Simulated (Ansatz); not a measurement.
Mulliken charges of C2H5NO2, SMILES `NC(=O)CO` from PBE/def2-TZVPP in Ansatz (PBE0-D4/def2-TZVP geometry).

```csv
atom,x (Å),y (Å),z (Å),charge (e)
N1,0.641,-0.233,-1.267,-0.245
C2,-0.051,-0.816,-0.267,0.145
O3,-0.449,-1.961,-0.280,-0.307
C4,-0.306,0.083,0.934,-0.013
O5,0.044,1.437,0.746,-0.319
H6,0.921,-0.792,-2.053,0.184
H7,1.025,0.686,-1.130,0.168
H8,-1.352,-0.047,1.225,0.094
H9,0.306,-0.301,1.754,0.096
H10,-0.698,1.892,0.341,0.196
```

Task: By hand: the dipole of these point charges (1 e Å = 4.8032 D).

Result: Σ q r = (0.070, 0.388, -0.110) e Å, of length 0.409 e Å = 1.96 D.

Task: How does the dipole of the full density compare? (An estimate is asked.)

Result: Ansatz gave: (0.085, 0.611, -0.208) e Å, 3.13 D; the point charges give 0.63 times that, at 4° from its direction.

Point charges leave out the atoms' own dipoles, such as those of lone pairs, and Mulliken's split depends on the basis, so the two needn't agree.
